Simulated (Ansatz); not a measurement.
Born–Oppenheimer molecular dynamics of H$_{8}$OSi$_{2}$ (11 atoms, charge 0, multiplicity 1). It starts at the highest image of a converged band. Of that band: Neighbouring images differ by up to 1.6 eV, so the band resolves the path poorly. A vibrational analysis at the climbing image gives one clearly imaginary mode, 1237i cm⁻¹: a first-order saddle point.

Level of theory: Ansatz, RKS PBE/6-31G*.

```json
{
 "ensemble": "NVE (velocity Verlet)",
 "time step": "0.5 fs",
 "steps asked": "200",
 "starting velocities drawn for": "300 K",
 "seed": "5115"
}
```

First frame:

```xyz
11
Properties=species:S:1:pos:R:3
Si 0.330 -0.097 -0.141
O -0.217 -0.225 1.728
H -1.178 -0.411 1.855
H 1.698 0.440 -0.443
Si -1.099 1.793 -0.423
H -2.532 1.489 -0.060
H -0.692 2.984 0.400
H -1.102 2.219 -1.867
H -0.170 -1.056 -1.188
H 1.081 -1.492 0.637
H 0.429 -1.165 1.510
```

Question: How far do the bonds stretch over the last three quarters of this one trajectory? (Pairs bonded in most of those frames.)

Answer: 
| bond | mean (Å) | spread (Å) | shortest | longest |
| --- | --- | --- | --- | --- |
| Si1–H4 | 1.508 | 0.023 | 1.47 | 1.55 |
| Si1–Si5 | 2.373 | 0.011 | 2.35 | 2.39 |
| Si1–H9 | 1.509 | 0.036 | 1.45 | 1.57 |
| Si1–H10 | 1.504 | 0.036 | 1.45 | 1.56 |
| O2–H3 | 0.988 | 0.037 | 0.92 | 1.04 |
| O2–H11 | 0.981 | 0.013 | 0.96 | 1.02 |
| Si5–H6 | 1.507 | 0.026 | 1.47 | 1.55 |
| Si5–H7 | 1.511 | 0.043 | 1.45 | 1.58 |
| Si5–H8 | 1.507 | 0.008 | 1.49 | 1.53 |

Mean temperature of the second half: 1310 K. The conserved energy stayed within 0.2 meV per atom of its start (net change 0.069 meV per atom), so the integration is sound. The kinetic energy rose, since the run started high on the potential surface and went downhill. It ends in pieces (H2O + H6Si2), so much of that is their flight and rotation, not heat. A run of 0.1 ps of so small a system gives no equilibrium averages. The orbitals stay closed-shell, which can raise the energy where a bond breaks towards radicals; this wasn't checked here.

The run took 5.7 min on 1 thread of Arm Neoverse V2, on a shared host, peak memory 0.11 GiB.
